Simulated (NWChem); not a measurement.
**BH3F− (SMILES [H][B-]([H])([H])F): levels of theory compared**

We compute a comparison of 5 runs (HF/3-21G, B3LYP/6-31G*, PBE/cc-pVDZ, PBE0/6-311G**, CCSD/6-311G**) of BH3F−. 

Program for the calculation: NWChem 7.3.0.

## (1) The molecule

BH3F− has 5 atoms, charge -1, and is taken as a singlet. SMILES: `[H][B-]([H])([H])F`. The shape is that of a GFN2-xTB optimisation.

Bond lengths: B1–F2 1.447 Å, B1–H3 1.227 Å, B1–H4 1.228 Å, B1–H5 1.226 Å. Angles: F2–B1–H3 108.4°, F2–B1–H4 108.4°, F2–B1–H5 108.4°, H3–B1–H4 110.5°, H3–B1–H5 110.6°, H4–B1–H5 110.5°.

## (2) Energy and gradient at HF/3-21G (run 1)

The input, struct.nw:

```
start struct
memory stack 880 mb heap 220 mb global 1100 mb
charge -1
geometry units angstrom noautosym nocenter noautoz
   B       -0.000350       0.000360      -0.057130
   F        0.012500      -0.020940       1.389230
   H        1.160070       0.011720      -0.454270
   H       -0.590550       1.012650      -0.424140
   H       -0.581670      -1.003790      -0.453700
end
basis spherical bse
   * library 3-21G
end
scf
   thresh 1e-08
   maxiter 80
end
task scf gradient
```

Started as:

```bash
$ nwchem struct.nw > struct.out
```

The log of the run:

```text
[...]
  functions       =    24
[...]
  wavefunction    = RHF
[...]
         Total SCF energy =   -125.207295666075
      One-electron energy =   -238.807525432749
      Two-electron energy =     83.303240937567
 Nuclear repulsion energy =     30.296988829108
        Time for solution =      0.2s
[...]
                         RHF ENERGY GRADIENTS
    atom               coordinates                        gradient
                 x          y          z           x          y          z
   1 B      -0.000661   0.000680  -0.107960    0.000011  -0.000266  -0.019261
   2 F       0.023622  -0.039571   2.625264   -0.000108   0.000184  -0.011781
   3 H       2.192214   0.022148  -0.858446   -0.004927  -0.000150   0.010429
   4 H      -1.115978   1.913631  -0.801508    0.002394  -0.004088   0.010137
   5 H      -1.099197  -1.896888  -0.857369    0.002630   0.004320   0.010475
[...]
```

Run time: 0.72 s. Hardware: 1 thread of Intel Xeon Platinum 8252C at 3.80GHz (Skylake/Cascade Lake), shared host; peak memory 0.099 GiB.

## (3) Energy and gradient at B3LYP/6-31G(d) (spherical functions) (run 2)

The input, bfh3.xyz:

```xyz
5
BFH3
B     -0.000350     0.000360    -0.057130
F      0.012500    -0.020940     1.389230
H      1.160070     0.011720    -0.454270
H     -0.590550     1.012650    -0.424140
H     -0.581670    -1.003790    -0.453700
```

The input, run.py:

```python
from ase.io import read
from ase.calculators.nwchem import NWChem

molecule = read('bfh3.xyz')

calc = NWChem(
    label='bfh3',
    theory='dft',
    memory='2200 mb',
    basis='6-31G*',
    basispar='spherical bse',
    charge=-1,
    dft={'xc': 'b3lyp', 'mult': '1', 'grid': 'xfine', 'convergence': 'energy 1e-08', 'iterations': '100', 'mulliken': None},
)
molecule.calc = calc

forces = molecule.get_forces()
print(f"energy = {molecule.get_potential_energy():.6f} eV")
print("forces (eV/A):")
for s, f in zip(molecule.symbols, forces):
    print(f"{s:2s} {f[0]:10.5f} {f[1]:10.5f} {f[2]:10.5f}")
print("dipole (e A):", molecule.get_dipole_moment().round(4))
```

Started as:

```bash
$ export ASE_NWCHEM_COMMAND="nwchem PREFIX.nwi > PREFIX.nwo"
$ python run.py
```

The log of the run:

```text
energy = -3443.238020 eV
forces (eV/A):
B    -0.00175    0.01522    0.82491
F     0.00463   -0.00792    0.49915
H     0.36237    0.00699   -0.44645
H    -0.17715    0.30298   -0.42912
H    -0.18810   -0.31722   -0.44861
dipole (e A): [-0.0015  0.0022 -0.1999]
```

The calculator wrote bfh3.nwi:

```
title "bfh3"

permanent_dir bfh3

scratch_dir bfh3

start bfh3

geometry units angstrom nocenter noautosym noautoz
  B  -3.5000000000000000e-04 3.6000000000000002e-04 -5.7130000000000000e-02
  F  1.2500000000000001e-02 -2.0940000000000000e-02 1.3892300000000000e+00
  H  1.1600699999999999e+00 1.1720000000000000e-02 -4.5427000000000001e-01
  H  -5.9055000000000002e-01 1.0126500000000001e+00 -4.2414000000000002e-01
  H  -5.8167000000000002e-01 -1.0037900000000000e+00 -4.5369999999999999e-01
end

charge -1

memory 2200 mb

basis spherical bse noprint
   * library 6-31G*
end

dft
  xc b3lyp
  mult 1
  grid xfine
  convergence energy 1e-08
  iterations 100
  mulliken
end

task dft gradient
```

bfh3.nwo:

```text
Northwest Computational Chemistry Package (NWChem) 7.3.0
             --------------------------------------------------------

           Job information
           ---------------

    nwchem branch   = 7.3.0
    use scalapack   = T
    input           = bfh3.nwi
    prefix          = bfh3.
    data base       = bfh3/bfh3.db
    status          = startup
    nproc           =        1

           Memory information
           ------------------

    heap     =     72089594 doubles =      550.0 Mbytes
    stack    =     72089599 doubles =      550.0 Mbytes
    global   =    144179200 doubles =     1100.0 Mbytes (distinct from heap & stack)
    total    =    288358393 doubles =     2200.0 Mbytes
    verify   = yes
    hardfail = no

[... 98 lines left out ...]
  convergence criterion.
[... 40 lines left out ...]
          Spatial weights used:  Erf1
[... 77 lines left out ...]
         Total DFT energy =     -126.536664366755
[... 3 lines left out ...]
 Nuclear repulsion energy =       30.296988829108
[... 311 lines left out ...]
          Convergence on gradient requested:  5.00D-04
[... 27 lines left out ...]
          total energy or number of iterations.
[... 28 lines left out ...]
    atom               coordinates                        gradient
                 x          y          z           x          y          z
   1 B      -0.000661   0.000680  -0.107960    0.000034  -0.000296  -0.016042
   2 F       0.023622  -0.039571   2.625264   -0.000090   0.000154  -0.009707
   3 H       2.192214   0.022148  -0.858446   -0.007047  -0.000136   0.008682
   4 H      -1.115978   1.913631  -0.801508    0.003445  -0.005892   0.008345
   5 H      -1.099197  -1.896888  -0.857369    0.003658   0.006169   0.008724

                 ----------------------------------------
                 |  Time  |  1-e(secs)   |  2-e(secs)   |
                 ----------------------------------------
                 |  CPU   |       0.00   |       0.24   |
                 ----------------------------------------
                 |  WALL  |       0.00   |       0.24   |
                 ----------------------------------------

 Task  times  cpu:        5.2s     wall:        5.2s
 Total times  cpu:        5.2s     wall:        5.2s
```

It took 6.3 s on 1 thread of Intel Xeon Platinum 8252C at 3.80GHz (Skylake/Cascade Lake), shared host; peak memory 0.12 GiB.

Runs 3 to 4 aren't shown in full; the table further down has their settings and results.

## (4) The energy at CCSD/6-311G(d,p) (run 5)

The input, run.py:

```python
from ase import Atoms
from ase.calculators.nwchem import NWChem

molecule = Atoms(['B', 'F', 'H', 'H', 'H'], positions=[
    [-0.000350, 0.000360, -0.057130],
    [0.012500, -0.020940, 1.389230],
    [1.160070, 0.011720, -0.454270],
    [-0.590550, 1.012650, -0.424140],
    [-0.581670, -1.003790, -0.453700],
])

calc = NWChem(
    label='geom',
    theory='ccsd',
    memory='2200 mb',
    basis='6-311G**',
    basispar='spherical bse',
    charge=-1,
    scf={'nopen': '0', 'rhf': None, 'thresh': '1e-08', 'maxiter': '80'},
    ccsd={'freeze': 'core 2', 'maxiter': '60'},
    task='energy',
)
molecule.calc = calc

e = molecule.get_potential_energy()
print(f"E = {e:.6f} eV")
```

Started as:

```bash
$ export ASE_NWCHEM_COMMAND="nwchem PREFIX.nwi > PREFIX.nwo"
$ python run.py
```

The log of the run:

```text
E = -3436.293955 eV
```

The calculator wrote geom.nwi:

```
title "geom"

permanent_dir geom

scratch_dir geom

start geom

geometry units angstrom nocenter noautosym noautoz
  B  -3.5000000000000000e-04 3.6000000000000002e-04 -5.7130000000000000e-02
  F  1.2500000000000001e-02 -2.0940000000000000e-02 1.3892300000000000e+00
  H  1.1600699999999999e+00 1.1720000000000000e-02 -4.5427000000000001e-01
  H  -5.9055000000000002e-01 1.0126500000000001e+00 -4.2414000000000002e-01
  H  -5.8167000000000002e-01 -1.0037900000000000e+00 -4.5369999999999999e-01
end

charge -1

memory 2200 mb

basis spherical bse noprint
   * library 6-311G**
end

scf
  nopen 0
  rhf
  thresh 1e-08
  maxiter 80
end
ccsd
  freeze core 2
  maxiter 60
end

task ccsd energy
```

geom.nwo:

```text
Northwest Computational Chemistry Package (NWChem) 7.3.0
             --------------------------------------------------------

           Job information
           ---------------

    nwchem branch   = 7.3.0
    use scalapack   = T
    input           = geom.nwi
    prefix          = geom.
    data base       = geom/geom.db
    status          = startup
    nproc           =        1

           Memory information
           ------------------

    heap     =     72089594 doubles =      550.0 Mbytes
    stack    =     72089599 doubles =      550.0 Mbytes
    global   =    144179200 doubles =     1100.0 Mbytes (distinct from heap & stack)
    total    =    288358393 doubles =     2200.0 Mbytes
    verify   = yes
    hardfail = no

[... 127 lines left out ...]
         Quadratically convergent ROHF
[... 15 lines left out ...]
       Final RHF  results
[... 4 lines left out ...]
      Two-electron energy =     83.182038690922
[... 28 lines left out ...]
                       ROHF Final Molecular Orbital Analysis
[... 199 lines left out ...]
 Total MP2 energy:           -126.260726744060847
[... 21 lines left out ...]
  Failed reading restart vector from geom/geom.t2
[... 3 lines left out ...]
             energy      energy      error      ampl     ampl      Block
[... 6 lines left out ...]
                  *************converged*************
[... 6 lines left out ...]
 Total CCSD energy:           -126.281474687211499
[... 1 line left out ...]
 --------------------------------
 Spin Component Scaled (SCS) CCSD
 --------------------------------
 Same spin contribution:                 -0.070245827990160
 Same spin scaling factor:                1.130000000000000
 Opposite spin contribution:             -0.283743025812099
 Opposite spin scaling fact.:             1.270000000000000
 SCS-CCSD correlation energy:            -0.439731428410247
 Total SCS-CCSD energy:                -126.367217261819476

 routine      calls  cpu(0)   cpu-min  cpu-ave  cpu-max   i/o
 aoccsd          1     0.00     0.00     0.00     0.00    0.00
 iterdrv         1     0.01     0.01     0.01     0.01    0.00
 pampt          11     0.03     0.03     0.03     0.03    0.00
[... 9 lines of this table left out ...]
 Total                10.53    10.53    10.53    10.53    0.00

 Task  times  cpu:       13.2s     wall:       13.2s
 Total times  cpu:       13.2s     wall:       13.2s
```

Wall time 14 s (1 thread of Intel Xeon Platinum 8252C at 3.80GHz (Skylake/Cascade Lake), shared host); peak memory 0.12 GiB.

## (5) All runs side by side

| run | level | iteration cap | module | energy (Eh) | HOMO energy (eV) | LUMO energy (eV) | HOMO–LUMO gap (eV) | wall time |
| --- | --- | --- | --- | --- | --- | --- | --- | --- |
| 1 | HF/3-21G | 80 | scf | -125.207296 | -4.45 | 14.25 | 18.70 | 0.72 s |
| 2 | B3LYP/6-31G* (spherical functions) | 100 | dft | -126.536664 | -0.38 | 10.18 | 10.56 | 6.3 s |
| 3 | PBE/cc-pVDZ | 100 | dft | -126.389214 | 0.69 | 8.08 | 7.39 | 8.4 s |
| 4 | PBE0/6-311G** | 100 | dft | -126.443187 | -1.24 | 8.05 | 9.29 | 9.9 s |
| 5 | CCSD/6-311G** | 80 | ccsd | -126.281475 | -4.96 | 10.71 | 15.67 | 14 s |

## (6) Outcome

| quantity | value |
| --- | --- |
| run 5: total energy | -126.28147 Eh |
| run 5: HOMO energy (Hartree–Fock orbitals) | -4.96 eV |
| run 5: LUMO energy (Hartree–Fock orbitals) | 10.71 eV |
| run 5: HOMO–LUMO gap (to an unbound level, set by the basis) | 15.67 eV |
| run 5: correlation energy (2 core orbitals frozen) | -354.0 mEh |

**Reading.** Over runs 1, 2, 3, 4 the HOMO–LUMO gap runs from 7.39 eV (PBE/cc-pVDZ) to 18.70 eV (HF/3-21G). The two ends differ in method and basis. The empty levels of an anion lie above zero and hang on the basis. Totals of different functionals can't be ranked against each other. In run 3 the HOMO lies above zero, so the outermost electron may be held by the basis alone. All runs together took 40 s, the longest 14 s.
